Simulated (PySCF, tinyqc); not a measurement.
Inside a calculation. Method: RKS/exchange-only LDA in the sto-6g basis, for BH, spin multiplicity 1. The lowest restricted solution is unstable here: a spin-polarised one lies 0.0007 hartree lower (PySCF). Computed by tinyqc, a small Python program that keeps every step (integrals from PySCF). Settings: charge = 0, multiplicity = 1, basis = sto-6g, energy threshold = 1e-10, iteration cap = 75, orthogonalisation = symmetric, start = atomic densities, DIIS depth = 3, DIIS from iteration = 3, method = RKS, functional = Slater exchange alone, grid = [40, 86]. Command: `OMP_NUM_THREADS=1 python tinyqc.py 22115 22116 out.jsonl` (the two numbers bound the seeds that draw the settings). One thread of a shared host (Intel(R) Xeon(R) Processor @ 2.60GHz), about 0.4 s of CPU time with the checks. Later iterations appear only in the table of the cycle.

## One-electron integrals

Geometry (angstrom):
```
atom        x        y        z
B     0.00000  0.00000  0.00000
H     0.00000  0.00000  1.80400
```

Basis sto-6g: exponents (1/bohr^2) and contraction coefficients of normalised primitives:
```
element  l (shell)   exponent  coefficient
B            s (1)  506.01115      0.00916
B            s (1)   92.77681      0.04936
B            s (1)   25.95566      0.16854
B            s (1)    8.91645      0.37056
B            s (1)    3.46251      0.41649
B            s (1)    1.42605      0.13033
B            s (2)   23.19458     -0.01325
B            s (2)    4.59081     -0.04699
B            s (2)    1.42682     -0.03379
B            s (2)    0.54895      0.25024
B            s (2)    0.23841      0.59512
B            s (2)    0.10928      0.24071
B            p (3)   23.19458      0.00376
B            p (3)    4.59081      0.03768
B            p (3)    1.42682      0.17390
B            p (3)    0.54895      0.41804
B            p (3)    0.23841      0.42586
B            p (3)    0.10928      0.10171
H            s (1)   35.52322      0.00916
H            s (1)    6.51314      0.04936
H            s (1)    1.82214      0.16854
H            s (1)    0.62596      0.37056
H            s (1)    0.24308      0.41649
H            s (1)    0.10011      0.13033
```

Overlap, kinetic and nuclear-attraction integrals over the contracted functions; the nuclear repulsion is the sum of Za Zb / Rab.

nuclear repulsion = 1.4666774 hartree

overlap S, lower triangle:
```
          1B 1s    1B 2s   1B 2px   1B 2py   1B 2pz    2H 1s
1B 1s   1.00000
1B 2s   0.26489  1.00000
1B 2px  0.00000  0.00000  1.00000
1B 2py  0.00000  0.00000  0.00000  1.00000
1B 2pz  0.00000  0.00000  0.00000  0.00000  1.00000
2H 1s   0.01706  0.21940  0.00000  0.00000  0.26531  1.00000
```

kinetic energy T (hartree), lower triangle:
```
           1B 1s     1B 2s   1B 2px   1B 2py   1B 2pz    2H 1s
1B 1s   10.94724
1B 2s   -0.33388   0.37450
1B 2px   0.00000   0.00000  1.12503
1B 2py   0.00000   0.00000  0.00000  1.12503
1B 2pz   0.00000   0.00000  0.00000  0.00000  1.12503
2H 1s   -0.00637  -0.00008  0.00000  0.00000  0.04051  0.76852
```

nuclear attraction V (hartree), lower triangle:
```
            1B 1s     1B 2s    1B 2px    1B 2py    1B 2pz     2H 1s
1B 1s   -23.68506
1B 2s    -2.82189  -4.04264
1B 2px    0.00000   0.00000  -4.02654
1B 2py    0.00000   0.00000   0.00000  -4.02654
1B 2pz   -0.00850  -0.08131   0.00000   0.00000  -4.07433
2H 1s    -0.19865  -0.66716   0.00000   0.00000  -0.76200  -2.70461
```

core Hamiltonian H = T + V (hartree), lower triangle:
```
            1B 1s     1B 2s    1B 2px    1B 2py    1B 2pz     2H 1s
1B 1s   -12.73781
1B 2s    -3.15577  -3.66814
1B 2px    0.00000   0.00000  -2.90151
1B 2py    0.00000   0.00000   0.00000  -2.90151
1B 2pz   -0.00850  -0.08131   0.00000   0.00000  -2.94930
2H 1s    -0.20502  -0.66724   0.00000   0.00000  -0.72150  -1.93609
```

## Two-electron integrals

Functions are numbered as in S; the eight-fold symmetry (ij|kl) = (ji|kl) = (kl|ij) leaves the list below.

Two-electron integrals (ij|kl) in chemists' order, unique and non-zero (hartree):
```
(11|11) 2.92499   (21|11) 0.48076   (21|21) 0.09948   (22|11) 0.74345
(22|21) 0.18897   (22|22) 0.54492   (31|31) 0.02110   (32|31) 0.03085
(32|32) 0.12044   (33|11) 0.74345   (33|21) 0.18897   (33|22) 0.54492
(33|33) 0.58711   (41|41) 0.02110   (42|41) 0.03085   (42|42) 0.12044
(43|43) 0.03164   (44|11) 0.74345   (44|21) 0.18897   (44|22) 0.54492
(44|33) 0.52383   (44|44) 0.58711   (51|51) 0.02110   (52|51) 0.03085
(52|52) 0.12044   (53|53) 0.03164   (54|54) 0.03164   (55|11) 0.74345
(55|21) 0.18897   (55|22) 0.54492   (55|33) 0.52383   (55|44) 0.52383
(55|55) 0.58711   (61|11) 0.03171   (61|21) 0.00638   (61|22) 0.01208
(61|33) 0.01201   (61|44) 0.01201   (61|51) 0.00051   (61|52) 0.00098
(61|55) 0.01220   (61|61) 0.00042   (62|11) 0.10577   (62|21) 0.02753
(62|22) 0.09127   (62|33) 0.08849   (62|44) 0.08849   (62|51) 0.00314
(62|52) 0.02075   (62|55) 0.09683   (62|61) 0.00189   (62|62) 0.02497
(63|31) 0.00239   (63|32) 0.01190   (63|53) 0.00354   (63|63) 0.00218
(64|41) 0.00239   (64|42) 0.01190   (64|54) 0.00354   (64|64) 0.00218
(65|11) 0.11287   (65|21) 0.02970   (65|22) 0.10304   (65|33) 0.09801
(65|44) 0.09801   (65|51) 0.00517   (65|52) 0.03256   (65|55) 0.11309
(65|61) 0.00211   (65|62) 0.03260   (65|65) 0.04393   (66|11) 0.29297
(66|21) 0.07757   (66|22) 0.28936   (66|33) 0.27578   (66|44) 0.27578
(66|51) 0.00838   (66|52) 0.07645   (66|55) 0.31652   (66|61) 0.00535
(66|62) 0.11295   (66|65) 0.15807   (66|66) 0.77500
```

## Orthogonalisation

S = U s U^T; symmetric (Loewdin) form X = U s^(-1/2) U^T, so that X^T S X = 1.

eigenvalues of S: 0.61112  0.81478  1.00000  1.00000  1.16948  1.40462

X, lower triangle:
```
           1B 1s     1B 2s   1B 2px   1B 2py    1B 2pz    2H 1s
1B 1s    1.02826
1B 2s   -0.14176   1.04903
1B 2px   0.00000   0.00000  1.00000
1B 2py   0.00000   0.00000  0.00000  1.00000
1B 2pz  -0.00368   0.02483  0.00000  0.00000   1.02896
2H 1s    0.01555  -0.12245  0.00000  0.00000  -0.14364  1.04925
```

## Starting guess

The start is atomic minimal-basis densities projected into this basis (PySCF's MINAO start) and scaled to the electron count of each spin; this density is not idempotent, so its energy is not variational and may lie below the converged one.

D at the start, lower triangle:
```
           1B 1s     1B 2s   1B 2px   1B 2py   1B 2pz    2H 1s
1B 1s    2.17535
1B 2s   -0.55889   2.12061
1B 2px   0.00000   0.00000  0.32070
1B 2py   0.00000   0.00000  0.00000  0.32070
1B 2pz   0.00785  -0.02647  0.00000  0.00000  0.30228
2H 1s   -0.02946   0.11845  0.00000  0.00000  0.05541  0.97608
```

## Iteration 1: exchange-correlation on the grid

Becke grid with 40 radial and 86 angular points per atom, points of zero weight dropped. rho = sum D_ij phi_i phi_j; V_xc,ij = sum w v_xc phi_i phi_j; v_xc is d(rho eps)/d rho.

The 8 grid points with the largest w rho, of 6867 (bohr, atomic units):
```
x                y         z        w      rho    eps_xc      v_xc
0.61052    0.00000   1.51279  0.08734  0.05471  -0.28038  -0.37384
0.00000    0.61052   1.51279  0.08734  0.05471  -0.28038  -0.37384
0.00000   -0.61052   1.51279  0.08734  0.05471  -0.28038  -0.37384
-0.61052   0.00000   1.51279  0.08734  0.05471  -0.28038  -0.37384
0.00000    0.00000   1.63134  0.08105  0.05867  -0.28698  -0.38264
0.94185    0.94185  -0.94185  0.09544  0.04974  -0.27161  -0.36214
-0.94185  -0.94185  -0.94185  0.09544  0.04974  -0.27161  -0.36214
0.94185   -0.94185  -0.94185  0.09544  0.04974  -0.27161  -0.36214
```

electrons on the grid, sum of w rho = 6.00001

E_xc = sum of w rho eps_xc = -3.7702311 hartree

V_xc (hartree), lower triangle:
```
           1B 1s     1B 2s    1B 2px    1B 2py    1B 2pz     2H 1s
1B 1s   -1.71877
1B 2s   -0.23772  -0.38278
1B 2px   0.00000   0.00000  -0.38008
1B 2py   0.00000   0.00000   0.00000  -0.38008
1B 2pz   0.00011  -0.00539   0.00000   0.00000  -0.38818
2H 1s   -0.01626  -0.07048   0.00000   0.00000  -0.08504  -0.36477
```

## Iteration 1: building the Kohn-Sham matrix

J_ij = sum D_kl (ij|kl); F = H + J + V_xc; E = tr D H + tr D J / 2 + E_xc + E_nn.

Coulomb J (hartree), lower triangle:
```
          1B 1s    1B 2s   1B 2px   1B 2py   1B 2pz    2H 1s
1B 1s   8.42531
1B 2s   1.59881  3.39060
1B 2px  0.00000  0.00000  3.37652
1B 2py  0.00000  0.00000  0.00000  3.37652
1B 2pz  0.00816  0.07720  0.00000  0.00000  3.41876
2H 1s   0.10469  0.59749  0.00000  0.00000  0.69301  2.23329
```

Kohn-Sham matrix F (hartree), lower triangle:
```
           1B 1s     1B 2s   1B 2px   1B 2py    1B 2pz     2H 1s
1B 1s   -6.03127
1B 2s   -1.79469  -0.66032
1B 2px   0.00000   0.00000  0.09493
1B 2py   0.00000   0.00000  0.00000  0.09493
1B 2pz  -0.00023  -0.00950  0.00000  0.00000   0.08127
2H 1s   -0.11660  -0.14023  0.00000  0.00000  -0.11352  -0.06757
```

total energy of this density = -24.4689721 hartree

This density is the starting one; it is not idempotent, so its energy is not variational and may lie below the converged one.

## Iteration 1: diagonalisation and new density

Diagonalise F' = X^T F X, C = X C', fill 3 alpha and 3 beta electrons from the bottom; D = 2 C_occ C_occ^T. Each column has its largest component positive (the first on a tie).

F' = X^T F X (hartree), lower triangle:
```
          1         2        3        4         5         6
1  -5.87019
2  -0.98427  -0.28286
3   0.00000   0.00000  0.09493
4   0.00000   0.00000  0.00000  0.09493
5  -0.00819   0.01740  0.00000  0.00000   0.11844
6   0.01678  -0.09631  0.00000  0.00000  -0.13007  -0.01112
```

orbital energies (hartree): MO1 -6.03852, MO2 -0.18438, MO3 -0.03636, MO4 0.09493, MO5 0.09493, MO6 0.21352

coefficients C:
```
             MO1       MO2       MO3       MO4      MO5       MO6
1B 1s    0.98965  -0.23490  -0.19219   0.00000  0.00000  -0.07846
1B 2s    0.03711   0.75429   0.68460   0.00000  0.00000   0.31171
1B 2px   0.00000   0.00000   0.00000   0.99829  0.05838   0.00000
1B 2py   0.00000   0.00000   0.00000  -0.05838  0.99829   0.00000
1B 2pz   0.00142   0.14787  -0.47633   0.00000  0.00000   0.91174
2H 1s   -0.00546   0.49796  -0.60161   0.00000  0.00000  -0.72586
```

D after iteration 1, lower triangle:
```
           1B 1s     1B 2s   1B 2px   1B 2py   1B 2pz    2H 1s
1B 1s    2.14305
1B 2s   -0.54405   2.07802
1B 2px   0.00000   0.00000  0.00000
1B 2py   0.00000   0.00000  0.00000  0.00000
1B 2pz   0.11644  -0.42900  0.00000  0.00000  0.49751
2H 1s   -0.01350  -0.07290  0.00000  0.00000  0.72038  1.21985
```

Within a degenerate level the vectors are fixed only up to a rotation; this is one choice.

## Iteration 2: exchange-correlation on the grid

As before.

The 8 grid points with the largest w rho, of 6867 (bohr, atomic units):
```
x                y         z        w      rho    eps_xc      v_xc
0.00000    0.00000  -1.63134  0.09225  0.08018  -0.31847  -0.42462
0.00000    0.00000  -1.40457  0.06150  0.11634  -0.36055  -0.48073
0.00000    0.61052  -1.51279  0.09439  0.07509  -0.31158  -0.41545
-0.61052   0.00000  -1.51279  0.09439  0.07509  -0.31158  -0.41545
0.00000   -0.61052  -1.51279  0.09439  0.07509  -0.31158  -0.41545
0.61052    0.00000  -1.51279  0.09439  0.07509  -0.31158  -0.41545
0.00000    0.00000  -1.88308  0.13625  0.05047  -0.27293  -0.36391
0.00000    0.52565  -1.30250  0.06292  0.10892  -0.35271  -0.47028
```

electrons on the grid, sum of w rho = 6.00001

E_xc = sum of w rho eps_xc = -3.7333369 hartree

V_xc (hartree), lower triangle:
```
           1B 1s     1B 2s    1B 2px    1B 2py    1B 2pz     2H 1s
1B 1s   -1.70633
1B 2s   -0.23267  -0.36524
1B 2px   0.00000   0.00000  -0.35190
1B 2py   0.00000   0.00000   0.00000  -0.35190
1B 2pz   0.00402   0.01505   0.00000   0.00000  -0.39194
2H 1s   -0.01584  -0.07188   0.00000   0.00000  -0.08936  -0.40202
```

## Iteration 2: building the Kohn-Sham matrix

As before.

Coulomb J (hartree), lower triangle:
```
           1B 1s    1B 2s   1B 2px   1B 2py   1B 2pz    2H 1s
1B 1s    8.16378
1B 2s    1.54195  3.27890
1B 2px   0.00000  0.00000  3.24500
1B 2py   0.00000  0.00000  0.00000  3.24500
1B 2pz  -0.00436  0.04097  0.00000  0.00000  3.34668
2H 1s    0.10074  0.59852  0.00000  0.00000  0.70453  2.39508
```

Kohn-Sham matrix F (hartree), lower triangle:
```
           1B 1s     1B 2s    1B 2px    1B 2py    1B 2pz    2H 1s
1B 1s   -6.28037
1B 2s   -1.84650  -0.75449
1B 2px   0.00000   0.00000  -0.00841
1B 2py   0.00000   0.00000   0.00000  -0.00841
1B 2pz  -0.00883  -0.02529   0.00000   0.00000   0.00544
2H 1s   -0.12012  -0.14060   0.00000   0.00000  -0.10632  0.05697
```

total energy of this density = -24.3976377 hartree

## Iteration 2: diagonalisation and new density

As before.

F' = X^T F X (hartree), lower triangle:
```
          1         2         3         4         5        6
1  -6.12039
2  -0.99078  -0.37510
3   0.00000   0.00000  -0.00841
4   0.00000   0.00000   0.00000  -0.00841
5  -0.01443  -0.00129   0.00000   0.00000   0.03780
6   0.01694  -0.09846   0.00000   0.00000  -0.12754  0.12044
```

orbital energies (hartree): MO1 -6.28648, MO2 -0.24157, MO3 -0.03797, MO4 -0.00841, MO5 -0.00841, MO6 0.22877

coefficients C:
```
             MO1       MO2       MO3      MO4       MO5       MO6
1B 1s    0.99067  -0.28767   0.08945  0.00000   0.00000   0.07409
1B 2s    0.03365   0.96178  -0.33566  0.00000   0.00000  -0.31201
1B 2px   0.00000   0.00000   0.00000  0.00418   0.99999   0.00000
1B 2py   0.00000   0.00000   0.00000  0.99999  -0.00418   0.00000
1B 2pz   0.00283   0.12021   0.77301  0.00000   0.00000  -0.68412
2H 1s   -0.00525   0.18743   0.42861  0.00000   0.00000   0.95809
```

D after iteration 2, lower triangle:
```
           1B 1s     1B 2s   1B 2px   1B 2py   1B 2pz    2H 1s
1B 1s    2.14438
1B 2s   -0.54673   2.07764
1B 2px   0.00000   0.00000  0.00000
1B 2py   0.00000   0.00000  0.00000  0.00000
1B 2pz   0.07473  -0.28751  0.00000  0.00000  1.22400
2H 1s   -0.04157   0.07245  0.00000  0.00000  0.70768  0.43774
```

Within a degenerate level the vectors are fixed only up to a rotation; this is one choice.

## Iteration 10 (converged): orbitals

converged F (hartree), lower triangle:
```
           1B 1s     1B 2s   1B 2px   1B 2py    1B 2pz     2H 1s
1B 1s   -6.17187
1B 2s   -1.82128  -0.70024
1B 2px   0.00000   0.00000  0.04687
1B 2py   0.00000   0.00000  0.00000  0.04687
1B 2pz  -0.00733  -0.02863  0.00000  0.00000   0.05765
2H 1s   -0.11848  -0.14110  0.00000  0.00000  -0.11135  -0.02183
```

As before.

F' = X^T F X (hartree), lower triangle:
```
          1         2        3        4         5        6
1  -6.01191
2  -0.98698  -0.32183
3   0.00000   0.00000  0.04687
4   0.00000   0.00000  0.00000  0.04687
5  -0.01265  -0.00313  0.00000  0.00000   0.09279
6   0.01671  -0.09536  0.00000  0.00000  -0.12863  0.03708
```

orbital energies (hartree): MO1 -6.17827, MO2 -0.20591, MO3 -0.02681, MO4 0.04687, MO5 0.04687, MO6 0.20711

coefficients C:
```
             MO1       MO2       MO3       MO4      MO5       MO6
1B 1s    0.99040  -0.26449   0.14898   0.00000  0.00000  -0.06814
1B 2s    0.03460   0.87051  -0.54595   0.00000  0.00000   0.28129
1B 2px   0.00000   0.00000   0.00000  -0.00822  0.99997   0.00000
1B 2py   0.00000   0.00000   0.00000   0.99997  0.00822   0.00000
1B 2pz   0.00264   0.15990   0.56816   0.00000  0.00000   0.85535
2H 1s   -0.00537   0.33772   0.59986   0.00000  0.00000  -0.81418
```

D after iteration 10, lower triangle:
```
           1B 1s     1B 2s   1B 2px   1B 2py   1B 2pz    2H 1s
1B 1s    2.14607
1B 2s   -0.55463   2.11410
1B 2px   0.00000   0.00000  0.00000
1B 2py   0.00000   0.00000  0.00000  0.00000
1B 2pz   0.08993  -0.34181  0.00000  0.00000  0.69677
2H 1s   -0.01056  -0.06738  0.00000  0.00000  0.78961  0.94783
```

Within a degenerate level the vectors are fixed only up to a rotation; this is one choice.

## Convergence

Stop when the energy changes by less than 1e-10 hartree and every element of the error matrix X^T (F D S - S D F) X is below 3e-06.

Course of the cycle:
```
iteration  E (hartree)     change  largest element of the error matrix
1          -24.4689721          -                             2.20e-01
2          -24.3976377   7.13e-02                             1.93e-01
3          -24.3224518   7.52e-02                             3.81e-01
4          -24.1860481   1.36e-01                             4.32e-01
5          -24.4140390  -2.28e-01                             1.18e-01
6          -24.4222132  -8.17e-03                             5.43e-02
7          -24.4230971  -8.84e-04                             3.69e-02
8          -24.4239908  -8.94e-04                             6.76e-04
9          -24.4239913  -4.76e-07                             2.57e-06
10         -24.4239913  -4.03e-12                             1.60e-08
```

PySCF RKS in the same basis, fine grid = -24.4239844 hartree

Converged in 10 iterations. The coarse grid moves the energy by -6.90e-06 hartree.

## Populations, bond orders and dipole

Mulliken: Z minus the diagonal of D S on the atom; Loewdin: the same with S^(1/2) D S^(1/2); Mayer order: 2 sum_s sum (D(s) S)_ij (D(s) S)_ji over the two atoms.

Charges (e):
```
atom  Mulliken   Loewdin
1B     0.14236   0.14210
2H    -0.14236  -0.14210
```

Mayer bond orders:
```
pair    order
2-1   0.97973
```

dipole moment about the origin, x y z (debye): 0.00000  0.00000  -0.36543
